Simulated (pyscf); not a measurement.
Routes from H₃C–AlH₂ + silanol (HO–SiH₃)

Candidate steps break at most two bonds and form at most two. Each was searched with GFN2-xTB (tblite) first. PySCF, gas phase, ωB97X-D3(BJ)/def2-SVP geometries. Energies: ωB97M-D3(BJ)/def2-TZVP, kJ/mol, from the separated reactants, singlet surface; ΔG‡ with ideal gas, 1 atm, RRHO with modes under 100 cm⁻¹ raised to 100, one conformer, R ln 2 for chiral ones without a mode under 150 cm⁻¹.

```csv
products,type,ΔE‡,ΔE,ΔG‡ 298 K,ΔG‡ 900 K,ν‡ (cm⁻¹)
H₃C–AlH–OH + SiH₄,four-centre exchange,-43.5,-64.1,16.2,121.4,299i
H₃C–AlH–O–SiH₃ + H₂,four-centre exchange,-33.0,-149.3,12.6,110.8,1272i
CH₄ + H₂Al–O–SiH₃,four-centre exchange,-18.2,-171.9,27.3,126.7,1292i
```

Row 1: On the reactant side the descent ends in an adduct with a Al–O contact, 94.0 kJ/mol under the separated species and 37.1 kJ/mol under the saddle at ωB97X-D3(BJ)/def2-TZVP. On the product side the descent ends in a complex, 23.8 kJ/mol under the separated species and 30.7 kJ/mol under the saddle at ωB97X-D3(BJ)/def2-TZVP. Row 2: On the reactant side the descent ends in an adduct with a Al–O contact, 94.0 kJ/mol under the separated species and 54.0 kJ/mol under the saddle at ωB97X-D3(BJ)/def2-TZVP. Row 3: On the reactant side the descent ends in an adduct with a Al–O contact, 94.0 kJ/mol under the separated species and 69.2 kJ/mol under the saddle at ωB97X-D3(BJ)/def2-TZVP. 

Plain bond fissions and candidates not yet searched are not listed, and one of them may be faster. Each barrier is that of the saddle found; lower ones may exist.
